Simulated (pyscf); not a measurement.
Thermochemistry of product channels of `[Br][Br]` + `[CH]=[CH2]` [doublet] on the doublet surface, in kcal/mol, from ωB97M-D3(BJ)/def2-TZVP energies (ideal gas, 1 atm, RRHO with modes under 100 cm⁻¹ raised to 100, one conformer, R ln 2 for rigid chiral ones). Single points on ωB97X-D3(BJ)/def2-SVP structures (PySCF, gas phase).

```
products                                               ΔE  ΔH(298 K)  ΔG(298 K)  ΔG(600 K)
--------------------------------------------------  -----  ---------  ---------  ---------
`[BrH]` + `[Br]` [doublet] + `[C]=[CH2]` [singlet]  +38.9      +35.6      +27.6      +19.2
`[CH2][CH]([Br])[Br]` [doublet]                     -39.5      -37.5      -27.8      -18.1
`[CH2]=[C][Br]` [doublet] + `[BrH]`                 -12.2      -13.4      -13.3      -13.3
`[CH]=[CH][Br]` [doublet] + `[BrH]`                   [?]      -11.5      -11.6      -11.7
`[CH2]=[CH][Br]` + `[Br]` [doublet]                   [?]      -33.6      -31.1      -28.6
`[Br][CH]=[CH][Br]` + `[H]` [doublet]                +0.1       -2.4       +1.3       +4.7
```

Problem. Complete the blanks.

Solution. 
- `[CH]=[CH][Br]` [doublet] + `[BrH]`, ΔE: -10.0
- `[CH2]=[CH][Br]` + `[Br]` [doublet], ΔE: -36.2

These are energies of the channels, which say nothing of barriers. :C=CH₂ [singlet] lies 41.4 kcal/mol over its isomer HC≡CH, and others may lie lower still (electronic energy, ωB97M-D3(BJ)). •H₂C–CH(Br)–Br lies 6.9 kcal/mol over its isomer Br–CH•–CH₂–Br, and others may lie lower still (electronic energy, ωB97M-D3(BJ)). Left out: orbital degeneracy and the spin-orbit lowering of Br, which is large for Br, Se, Te and I. Elements up to Kr have no core potential and no relativistic terms here.
